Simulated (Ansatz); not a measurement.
This geometry of BFH2 + H2 (6 atoms, charge 0, multiplicity 1) is a first-order saddle point.

All numbers below come from Ansatz 0.2.0, RKS PBE/def2-SVP.

```xyz
6
Properties=species:S:1:pos:R:3
B -0.293 0.130 -0.260
F 1.349 0.139 0.013
H -0.534 -0.558 -1.226
H -0.732 1.247 -0.101
H 0.651 -0.386 0.733
H -0.441 -0.572 0.841
```

Question: Which two structures does it join? (They come from a converged band through this point; their orientation in space is the band's.)

Answer: Bonds broken: H5–H6. Bonds formed: B1–H6, F2–H5. BFH2 + H2 becomes BH3 + FH.

Initial state:

```xyz
6
Properties=species:S:1:pos:R:3
B -0.065 0.505 -0.821
F 1.256 0.616 -0.770
H -0.530 -0.450 -1.418
H -0.727 1.374 -0.283
H 0.413 -0.967 1.627
H -0.347 -1.079 1.665
```

Final state:

```xyz
6
Properties=species:S:1:pos:R:3
B -0.505 0.094 -0.239
F 1.350 0.091 0.090
H -0.546 -0.492 -1.303
H -0.741 1.285 -0.195
H 1.167 -0.414 0.869
H -0.726 -0.564 0.778
```

Question: How far does it lie above each of them?

Answer: 31.5 kcal/mol above the first and 3.3 kcal/mol above the second. This is the barrier of this one path; another mechanism may lie lower. The orbitals stay closed-shell, which can raise the energy where a bond breaks towards radicals; this wasn't checked here.

Run time: 42 s on 1 CPU thread of a shared host.
